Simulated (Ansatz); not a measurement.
Geometry optimisation, UHF/def2-SVP in Ansatz 0.2.0.

The input (input.yaml):

```yaml
crystal:
  periodic: [false, false, false]
  atoms:
    - { symbol: "N", position_ang: [-1.103, 0.1389, -0.4632] }
    - { symbol: Al, position_ang: [0.6936, -0.2897, -0.3672] }
    - { symbol: O, position_ang: [1.4035, -0.7286, 1.2394] }
    - { symbol: H, position_ang: [0.84896, -0.33001, -1.89881] }
    - { symbol: H, position_ang: [-1.1945, 1.1312, -0.914] }
    - { symbol: H, position_ang: [1.7596, 0.1461, 1.6202] }
magnetization:
  spin_polarized: true
  initial_magnetization: 1
basis:
  gaussian: { orbitals: def2-SVP }
hamiltonian:
  xc: hf
relax:
  f_tol: 0.02
  max_steps: 50
```

Launched with:

```bash
$ ansatz run input.yaml --threads 1 --pin off --max-ram 2048MiB --backend cpu --events-out ev --progress --plain --runs-dir out
```

Q: Where does it end, and by what steps?

A: It converged. After 15 steps the energy has fallen by 1.325 eV; H5 moved furthest, 0.66 Å.

```json
{"step": "0", "energy less start (eV)": "0.0000", "largest force component (eV/Å)": "3.909", "accepted": "yes"}
{"step": "1", "energy less start (eV)": "-0.7305", "largest force component (eV/Å)": "1.708", "accepted": "yes"}
{"step": "2", "energy less start (eV)": "-0.9714", "largest force component (eV/Å)": "1.079", "accepted": "yes"}
{"step": "3", "energy less start (eV)": "-1.1737", "largest force component (eV/Å)": "0.514", "accepted": "yes"}
{"step": "4", "energy less start (eV)": "-1.2701", "largest force component (eV/Å)": "1.340", "accepted": "yes"}
{"step": "5", "energy less start (eV)": "-1.2963", "largest force component (eV/Å)": "0.419", "accepted": "yes"}
{"step": "6", "energy less start (eV)": "-1.3121", "largest force component (eV/Å)": "0.621", "accepted": "yes"}
{"step": "7", "energy less start (eV)": "-1.3213", "largest force component (eV/Å)": "0.102", "accepted": "yes"}
{"step": "8", "energy less start (eV)": "-1.3230", "largest force component (eV/Å)": "0.047", "accepted": "yes"}
{"step": "9", "energy less start (eV)": "-1.3227", "largest force component (eV/Å)": "0.185", "accepted": "no"}
{"step": "10", "energy less start (eV)": "-1.3233", "largest force component (eV/Å)": "0.034", "accepted": "yes"}
{"step": "11", "energy less start (eV)": "-1.3245", "largest force component (eV/Å)": "0.037", "accepted": "yes"}
{"step": "12", "energy less start (eV)": "-1.3185", "largest force component (eV/Å)": "0.766", "accepted": "no"}
{"step": "13", "energy less start (eV)": "-1.3246", "largest force component (eV/Å)": "0.104", "accepted": "yes"}
{"step": "14", "energy less start (eV)": "-1.3248", "largest force component (eV/Å)": "0.044", "accepted": "yes"}
{"step": "15", "energy less start (eV)": "-1.3253", "largest force component (eV/Å)": "0.014", "accepted": "yes"}
```

```xyz
6
Properties=species:S:1:pos:R:3
N -0.864 0.573 -0.512
Al 0.691 -0.236 -0.528
O 1.602 -0.383 0.883
H 1.242 -0.843 -1.858
H -1.731 1.065 -0.541
H 1.468 -0.108 1.772
```

The run took 17 s on 1 thread of Arm Neoverse V2, on a shared host, peak memory 0.12 GiB.
